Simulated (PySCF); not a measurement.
Ligands exchanged one at a time, Al F-NH2. Isolated molecules, 0 K electronic values unless said otherwise. Strings in code marks are SMILES.

The HOMO from two functionals at the same geometries (B3LYP-D3(BJ)/def2-TZVP), both in PySCF: PBE-D3(BJ)/def2-TZVP and B3LYP-D3(BJ)/def2-TZVP. B3LYP has the VWN-RPA correlation part, as in Gaussian. 

```tsv
species	PBE-D3(BJ)/def2-TZVP (eV)	B3LYP-D3(BJ)/def2-TZVP (eV)
0 of 3 F replaced by NH2 (`[F][Al]([F])[F]`)	-9.62	-11.41
1 of 3 F replaced by NH2 (`[NH2][Al]([F])[F]`)	-6.57	-7.78
2 of 3 F replaced by NH2 (`[Al]([NH2])([F])[NH2]`)	-5.74	-6.93
3 of 3 F replaced by NH2 (`[NH2][Al]([NH2])[NH2]`)	-5.27	-6.45
```

Over these rows, drawn at random from the members with no instability flagged (it was tested for open shells, ions and some series alone), PBE minus B3LYP-D3(BJ): mean +1.35 eV, from +1.19 eV to +1.80 eV.
